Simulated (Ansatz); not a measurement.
Relaxing Sb

All numbers below come from DFT PBEsol, scalar-relativistic, plane waves, PAW in Ansatz 0.2.0.

The start puts Sb on the indium (bct) structure type (I4/mmm, No. 139), at a guessed volume.

The final relaxation ran on this input, with the default PAW datasets:

```yaml
crystal:
  lattice:
    - [-1.533361189, 1.533361189, 2.8509099424]
    - [1.533361189, -1.533361189, 2.8509099424]
    - [1.533361189, 1.533361189, -2.8509099424]
  atoms:
    - { symbol: Sb, position: [0.0, 0.0, 0.0] }
basis:
  ecutwfc: 420
kpoints:
  mp_grid: { grid: [26, 26, 26] }
hamiltonian:
  xc: pbesol
scf:
  occupations: { method: gaussian, width: 0.1 }
output:
  forces: true
  stress: true
  eigenvalues: true
relax:
  adjacent_minimum: "off"
  f_tol: 0.01
  max_steps: 80
  cell: { stress_tol: 0.05 }
```

It can be run as:

```bash
ansatz run input.yaml --threads 1 --pin off --backend cpu --events-out ev --progress --plain --runs-dir out  # memory cap (--max-ram) not shown
```

The program printed at the end:

```
SCF converged after 5 iterations
Free energy (F): -6407.834446 eV
Harris-Foulkes:  -6407.834446 eV  (|F-HF|=1.82e-12)
Internal energy: -6407.831527 eV  (E = F + TS)
E sigma→0 (E₀):  -6407.832987 eV
Entropy (-TS):   -0.002919 eV (-2.919 meV/atom)
Fermi energy:    11.830297 eV
--- Per-component energies (eV) ---
  E_band       = -141.610459
  E_kinetic    = 207.426877
  E_local      = -1424.724159  (includes V_loc(G=0)·N_el)
  E_nonlocal   = 363.484655
  E_hartree    = 650.883031
  E_xc         = -137.830343
  E_vxc        = -97.031589  (∫ρ·V_xc dr)
  E_paw        = -4498.813446  (= ΣΔE_a)
  E_vpaw       = -492.532238  (= ΣTr[D̂ρ^β])
  E_aug_tail   = -0.000002  (compensation charges beyond the density's cutoff)
  E_ewald      = -1568.589998
  E_core_change = 0.331857  (= ΣΔE_core)
  E_smearing   = -0.002919  (= −TS)
  E_closure    = 0.000000  (closes the sum)
  Σ components = -6407.834446   (vs F -6407.834446, Δ=0.00e0)
--- Forces (eV/Å), atoms counted from 1 ---
  atom   1  Sb     0.00000000     0.00000000     0.00000000
  max |Σ_I F_I| component: 2.37e-30 eV/Å
--- Stress (GPa, compression-positive) ---
       -0.007381       0.000000       0.000000
        0.000000      -0.007381       0.000000
        0.000000       0.000000      -0.002267
  P = ⅓ Tr σ = -0.0057 GPa (-0.057 kbar)
--- Relaxed structure (6 steps of the walk, 6 accepted, 1 SCFs on fresh bases) ---
  F+E_penalty+E_count = -6407.83444595 eV   max|allowed force component| = 0.000e0 eV/Å   (the final SCF, on the basis selected at the relaxed cell)
  cell:  # Å, volume = 26.4376 Å³
    - [-1.570938, 1.570938, 2.678201]
    - [1.570938, -1.570938, 2.678201]
    - [1.570938, 1.570938, -2.678201]
  atoms:
    - { symbol: Sb, position: [0.0, 0.0, 0.0] }
```

Absolute energies hang on the potentials; compare differences alone.

The result has space group I4/mmm (No. 139). Sb has 4 Sb at 3.14 Å and 8 Sb at 3.48 Å.

It lies 0.25 eV/atom above the element's standard state at the same level.

For metals, differences of a few meV/atom aren't resolved. Spin–orbit coupling is left out.

A structure relaxed within its symmetry needn't be a true minimum.